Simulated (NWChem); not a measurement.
# Correlation energy of N

```xyz
1

N      0.0000     0.0000     0.0000
```
Charge 0, spin multiplicity 4.

The numbers come from NWChem runs, not from measurements.

Basis set: cc-pVDZ. Each correlation energy counts from its own Hartree-Fock reference.

The correlated methods keep 1 core orbital frozen. The stability of the SCF solutions was not checked. Open-shell Hartree-Fock references start from PBE0 orbitals. Coupled-cluster values serve here as a point of comparison, not as the truth.

One of these methods gave a correlation energy of -70.7 mHa. Which?
(A) CCSD on UHF
(B) URI-MP2
(C) CCSD on ROHF
(D) SCS-UMP2

B, URI-MP2. The others give -66.3 (SCS-UMP2), -86.8 (CCSD on UHF), -89.3 (CCSD on ROHF).
